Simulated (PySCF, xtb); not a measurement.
## HOSSi: which of two isomers lies lower

Structure X is `O=[Si]S`, a doublet and structure Y is `O[Si]=S`, a doublet. Both are isolated molecules in the gas phase, relaxed with PBE0-D4/def2-SVP; the shapes shown needn't be the lowest conformers.

X (Å):

| atom | x (Å) | y (Å) | z (Å) |
| --- | --- | --- | --- |
| O | 1.0353 | -1.5038 | 1.6274 |
| S | 2.7696 | -0.4180 | -0.8692 |
| Si | 2.2129 | -1.7991 | 0.6789 |
| H | 3.7850 | -1.1970 | -1.3078 |

Y (Å):

```xyz
4

O     1.4557   -1.7769   -0.3404
S     4.1722   -0.3705    0.7144
Si    2.7242   -1.7027    0.7142
H     1.4165   -1.0986   -1.0286
```

Quicker runs give these differences E(Y) − E(X): GFN2-xTB −1.4 kJ/mol; HF/STO-3G −50.1 kJ/mol (at GFN2-xTB geometries); r2SCAN-D4/def2-SVP −70.2 kJ/mol (at GFN2-xTB geometries).

Problem. Estimate E(Y) − E(X) at the level CCSD(T)/def2-SVP + ΔMP2/def2-TZVPP.

Solution. Calculated at CCSD(T)/def2-SVP + ΔMP2/def2-TZVPP: E(Y) − E(X) = −66.3 kJ/mol, so structure Y lies lower.

The same difference at several levels:

```json
{"level": "GFN2-xTB", "geometry": "GFN2-xTB", "E(Y) − E(X) (kJ/mol)": "−1.4", "departure from the last row (kJ/mol)": "+64.9", "job, with rough time for the two": "optimisation, 0.45 s"}
{"level": "HF/STO-3G", "geometry": "GFN2-xTB", "E(Y) − E(X) (kJ/mol)": "−50.1", "departure from the last row (kJ/mol)": "+16.2", "job, with rough time for the two": "single point, 5 s"}
{"level": "r2SCAN-D4/def2-SVP", "geometry": "GFN2-xTB", "E(Y) − E(X) (kJ/mol)": "−70.2", "departure from the last row (kJ/mol)": "−3.9", "job, with rough time for the two": "single point, 2.4 min"}
{"level": "PBE0-D4/def2-SVP", "geometry": "PBE0-D4/def2-SVP", "E(Y) − E(X) (kJ/mol)": "−78.2", "departure from the last row (kJ/mol)": "−11.9", "job, with rough time for the two": "optimisation, 94 s"}
{"level": "HF/def2-SVP", "geometry": "PBE0-D4/def2-SVP", "E(Y) − E(X) (kJ/mol)": "−107.5", "departure from the last row (kJ/mol)": "−41.2", "job, with rough time for the two": "part of the CCSD(T) run"}
{"level": "MP2/def2-SVP", "geometry": "PBE0-D4/def2-SVP", "E(Y) − E(X) (kJ/mol)": "−69.0", "departure from the last row (kJ/mol)": "−2.7", "job, with rough time for the two": "part of the CCSD(T) run"}
{"level": "CCSD(T)/def2-SVP", "geometry": "PBE0-D4/def2-SVP", "E(Y) − E(X) (kJ/mol)": "−68.3", "departure from the last row (kJ/mol)": "−2.0", "job, with rough time for the two": "single point"}
{"level": "CCSD(T)/def2-SVP + ΔMP2/def2-TZVPP", "geometry": "PBE0-D4/def2-SVP", "E(Y) − E(X) (kJ/mol)": "−66.3", "departure from the last row (kJ/mol)": "", "job, with rough time for the two": "single point, 1.7 min"}
```

As drawn, Y has 1 O–Si, 1 S=Si, 1 O–H in place of 1 O=Si, 1 S–Si, 1 S–H.

GFN2-xTB finds them nearly level. The largest departure from CCSD(T)/def2-SVP + ΔMP2/def2-TZVPP is that of GFN2-xTB, 64.9 kJ/mol. The last row adds to CCSD(T) the change of the MP2 difference between the two basis sets, here +2.0 kJ/mol.

With thermal terms from frequencies at re-optimised GFN2-xTB minima (ideal gas, soft modes damped towards free rotors, one conformer each, 298.15 K, 1 atm): on the last row, ΔE + ΔZPE = −60.4, ΔH = −61.1, ΔG = −59.6 kJ/mol.

Open shells are spin-unrestricted, with notable spin contamination under HF/STO-3G. The correlated steps freeze 11 core orbitals. Run with PySCF 2.14.0, xtb 6.7.1; the last row on 2 threads of AMD EPYC (Zen 3) on a shared host.
